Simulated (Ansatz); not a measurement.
# AlN2H (triplet): from Hartree-Fock to the top rungs, def2-TZVPP

The task here is to estimate one member of a computed series from the others.

Computed with Ansatz 0.2.0, Gaussian basis. Level: def2-TZVPP, core rule «outside noble gas», up to 7 orbitals frozen.

To be run: UHF; ROHF; CCSD(T) on UHF.

2 further runs of the same task are left out: 2 set aside as unsound or not needed.

## The geometry

The geometry is a PBE0/def2-TZVP stationary point (not a proven minimum).

4 atoms, charge 0, spin multiplicity 3.

Atoms are counted from 1 here; the program's logs count them from 0.

Bond lengths: Al1–N2 1.879 Å, N2–N3 1.296 Å, N2–H4 1.026 Å. Angles: Al1–N2–N3 128.0°, Al1–N2–H4 118.8°, N3–N2–H4 113.2°.

Set-up of the first run:

Input file in.yaml:

```yaml
crystal:
  periodic: [false, false, false]
  atoms:
    - {symbol: Al, position_ang: [0.000000, -0.079269, 1.203465]}
    - {symbol: N, position_ang: [0.000000, 0.413422, -0.609656]}
    - {symbol: N, position_ang: [0.000000, -0.362251, -1.647435]}
    - {symbol: H, position_ang: [0.000000, 1.410865, -0.850200]}
basis:
  gaussian: {orbitals: def2-TZVPP}
magnetization: {spin_polarized: true, initial_magnetization: 2}
hamiltonian: {xc: hf}
output: {orbitals: {seedname: orbitals}}
```

Launch:

```console
$ ansatz run in.yaml --threads 1 --pin off --events-out ev --progress --plain --max-ram 4096MiB --backend cpu
```

Steps of the session up to this table: UHF; ROHF; CCSD(T) on UHF.

One of the session's tables, all rows but one given; the rest of the session is left out.

```
  method  from UCCSD(T) (meV)
    ROHF             +12373.4
     UHF             +12062.5
    UMP2              +1349.5
   UCCSD                    ?
UCCSD(T)                    0
```

**Question.** Estimate the row for UCCSD.

As computed: from UCCSD(T) (meV): +494.0. In the column «from UCCSD(T) (meV)» it lies between UCCSD(T) (0) and UMP2 (+1349.5).

With the free atoms at the same levels and basis (separate runs), the atomisation energy is 10.227 eV at UCCSD(T), 5.728 eV at ROHF.
